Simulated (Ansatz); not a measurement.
```yaml
crystal:
  periodic: [false, false, false]
  atoms:
    - {symbol: Zr, position_ang: [-0.625925, -0.125927, -0.000644]}
    - {symbol: C, position_ang: [1.797318, -0.224275, 0.003916]}
    - {symbol: O, position_ang: [2.219606, 0.886359, 0.000730]}
basis:
  gaussian: {orbitals: def2-TZVP}
magnetization: {spin_polarized: true, initial_magnetization: 2}
hamiltonian: {xc: pbe0}
relax: {f_tol: 0.004, max_steps: 80}
```

```sh
$ ansatz run in.yaml --threads 1 --pin off --events-out ev --progress --plain --max-ram 2176MiB
```

Steps of the relaxation (energy above the last step; positions in Å, forces in eV/Å):

```
3
step 1, 1233.5 meV
Zr   -0.626   -0.126   -0.001    0.910   -0.235    0.002
C     1.797   -0.224    0.004   -0.351    2.845   -0.011
O     2.220    0.886    0.001   -0.560   -2.609    0.008
```

```
3
step 2, 776.3 meV
Zr   -0.551   -0.180    0.000    0.650   -0.505    0.003
C     1.625   -0.133    0.003    0.371    3.586   -0.012
O     2.317    0.849    0.001   -1.021   -3.081    0.009
```

```
3
step 3, 1320.8 meV
Zr   -0.489   -0.227    0.000   -1.465   -0.778    0.000
C     1.546    0.045    0.003  -13.674  -10.667    0.014
O     2.333    0.718    0.002   15.138   11.445   -0.014
```

```
3
step 6, 46.6 meV
Zr   -0.574   -0.316    0.000    0.114   -0.165    0.001
C     1.464    0.167    0.002    0.128    0.664   -0.002
O     2.501    0.685    0.002   -0.241   -0.499    0.001
```

```
3
step 10, 0.0 meV
Zr   -0.566   -0.353    0.000    0.000    0.000    0.000
C     1.428    0.272    0.002    0.000    0.000    0.000
O     2.529    0.617    0.002    0.000    0.000    0.000
```

Close pairs at the end: C2–O3 1.154 Å, Zr1–C2 2.089 Å, Zr1–O3 3.243 Å.

A stationary point of unrestricted PBE0 after 10 steps, with ⟨S²⟩ = 2.670 against 2.00 for a pure state; no frequencies were run, so it isn't proven a minimum. 7.2 min on 1 thread of Arm Neoverse V2, shared host.
